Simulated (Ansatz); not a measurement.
Ansatz (a first-principles code) input (PBE0/def2-TZVPD):

Ansatz 0.2 input:
```yaml
crystal:
  periodic: [false, false, false]
  atoms:
    - {symbol: S, position_ang: [-0.00000000, -0.00000000, -0.95184987]}
    - {symbol: S, position_ang: [0.00000000, 0.00000000, 0.95184987]}
basis:
  gaussian:
    orbitals: def2-TZVPD
hamiltonian:
  xc: {name: PBE0}
total_charge: 1
magnetization: {spin_polarized: true, initial_magnetization: 1}
```

Output:

```
Functional definition: PBE0
integrals: 0.02 GiB planned
630 factors; their error is unknown
mean field: 0.31 GiB planned
mean field evaluation 1: about -21652.5886 eV, gradient 1.5e1 eV
mean field evaluation 2: about -21653.0202 eV, gradient 1.2e1 eV
mean field evaluation 4: about -21653.6949 eV, gradient 2.9e-1 eV
mean field evaluation 8: about -21653.7505 eV, gradient 1.8e-3 eV
mean field evaluation 16: about -21652.9037 eV, gradient 4.3e0 eV
mean field -21653.75048247 eV, -795.7606527914 hartree, gradient 8.9e-6 eV, S^2 0.756414; 1 other end points of the search recorded, 0 dependent functions left out
reference -21653.75050304 eV, -795.7606535475 hartree; 16, 15 occupied and 76, 77 virtual orbitals, 630 factors
Total energy: -21653.75050304 eV, -795.7606535475 hartree
```

This state (charge 1, doublet) is run at the relaxed geometry of the species with charge 0 and multiplicity 3.
